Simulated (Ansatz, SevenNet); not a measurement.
# Elastic constant C12 of rhombohedral A7 Bi: levels of theory against measurement

Reference value: 24.5 GPa (measured, 4 K, not corrected to a static lattice; as tabulated in Arnaud et al. (2016), arXiv:1602.08959).

```json
[
 {"level (code)": "SevenNet-0 (SevenNet)", "value (GPa)": "21.1", "cell (Å³/atom)": "35.92", "difference (%)": "-13.9"},
 {"level (code)": "SevenNet-l3i5 (SevenNet)", "value (GPa)": "30.5", "cell (Å³/atom)": "36.90", "difference (%)": "+24"},
 {"level (code)": "LDA (Ansatz)", "value (GPa)": "34.0", "cell (Å³/atom)": "33.50", "difference (%)": "+39"},
 {"level (code)": "PBE (Ansatz)", "value (GPa)": "25.2", "cell (Å³/atom)": "36.92", "difference (%)": "+2.9"},
 {"level (code)": "PBEsol (Ansatz)", "value (GPa)": "31.3", "cell (Å³/atom)": "34.43", "difference (%)": "+28"}
]
```

Of these levels PBE (+2.9 %) comes nearest. Farthest off: LDA (+39 %). Of these only PBE lands within 10 %.

The reference has no zero-point or thermal correction, while the calculations are for a static lattice, so the differences are not the levels' errors alone.  Density-functional levels without +SOC have no spin–orbit coupling. LDA, PBE, PBEsol: the cell comes from a level without a dispersion term, which matters for the spacing of layers, chains or molecules. Each level is taken at its own relaxed cell. Ansatz's density-functional and Hartree–Fock values are scalar-relativistic unless marked +SOC, with PAW data made under PBE.

Machine-learned potentials (SevenNet-0, SevenNet-l3i5) are trained on DFT data, which may include these solids.

Differences are worked out from the printed values.

Ansatz is an electronic-structure program.
